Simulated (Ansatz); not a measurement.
## Two structures, one formula

The two ends of one reaction step of SiH4ClF, singlet (PBE0-D4/def2-TZVP).

A:

Si1  (-0.840, -0.737, 0.118)
F2  (0.720, -0.502, -0.218)
H3  (-1.116, -2.181, -0.045)
H4  (-1.072, -0.300, 1.512)
H5  (-1.632, 0.071, -0.836)
H6  (1.786, 1.209, -0.288)
Cl7  (2.154, 2.439, -0.244)
(Å)

B:

```json
{"atom": "Si1", "x (Å)": "-0.9798", "y (Å)": "0.1030", "z (Å)": "-0.0444"}
{"atom": "F2", "x (Å)": "2.3334", "y (Å)": "-0.8896", "z (Å)": "0.4333"}
{"atom": "H3", "x (Å)": "-0.8277", "y (Å)": "-1.1794", "z (Å)": "-0.7624"}
{"atom": "H4", "x (Å)": "-0.8164", "y (Å)": "-0.0637", "z (Å)": "1.4147"}
{"atom": "H5", "x (Å)": "-2.2681", "y (Å)": "0.7527", "z (Å)": "-0.3707"}
{"atom": "H6", "x (Å)": "2.0405", "y (Å)": "-0.1032", "z (Å)": "0.0353"}
{"atom": "Cl7", "x (Å)": "0.5181", "y (Å)": "1.3801", "z (Å)": "-0.7058"}
```

Ansatz 0.2.0; basis: def2-TZVPP; cores frozen in the correlated methods. B3LYP uses VWN-RPA correlation.

**Question.** Which structure is lower at CCSD(T), and by how much? (To be estimated.)

**Answer.** By the calculation: A, by 35.0 kJ/mol (electronic energy, against the other). By their contacts, A is a complex of SiH₃F ([F][SiH3]) + HCl and B is a complex of SiH₃Cl ([SiH3][Cl]) + HF.

All methods give the same order:

```tsv
method	E(B) − E(A) (kJ/mol)
SPW92	20.9
PBE-D4	21.9
BLYP-D4	33.6
r2SCAN-D4	30.2
B97M-V	36.0
PBE0-D4	23.2
B3LYP-D4	34.3
r2SCAN0-D4	29.2
BHLYP-D4	37.4
CAM-B3LYP-D4	39.3
wB97X-V	32.2
wB97M-V	30.8
B2PLYP	37.1
PBE-QIDH	27.7
RPA on PBE	39.8
HF	48.0
MP2	31.4
CCSD	37.5
CCSD(T)	35.0
```

The T1 diagnostic stays at or below 0.010.

Labels in which every atom is bracketed show which atoms are joined, not bond orders.

For scale, one of the runs: CCSD(T)/def2-TZVPP, 171 basis functions, launched by `ansatz run in.yaml --threads 2 --pin off --events-out ev --progress --plain --max-ram 4352MiB`. The run took 11 s on 2 CPU threads of an AMD EPYC 9R45 (shared host), with 1.4 GiB of host memory at its peak.
